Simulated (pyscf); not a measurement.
PySCF, gas phase, ωB97X-D3(BJ)/def2-SVP geometries.

Question: Estimate the classical barrier height and the reaction energy of `[PH2][AlH][PH2]` + `[H][H]` → `[AlH2][PH2]` + `[PH3]` at ωB97M-D3(BJ)/def2-TZVP. The step runs on the singlet surface, breaks Al–P, H–H and forms Al–H, H–P; take the separated reactants as zero.

Answer: ΔE‡ = 26.4 kcal/mol, ΔE = +6.3 kcal/mol. Zero-point energy shifts the barrier by +2.6 kcal/mol. It is a four-centre exchange, with an imaginary mode of 1264i cm⁻¹. On the product side the descent ends in a complex (not fully relaxed), 5.3 kcal/mol under the separated species and 22.1 kcal/mol under the saddle at ωB97X-D3(BJ)/def2-TZVP. At the saddle there is also a short Al–H contact that neither side keeps. One saddle was located; it need not be the lowest between these sides.
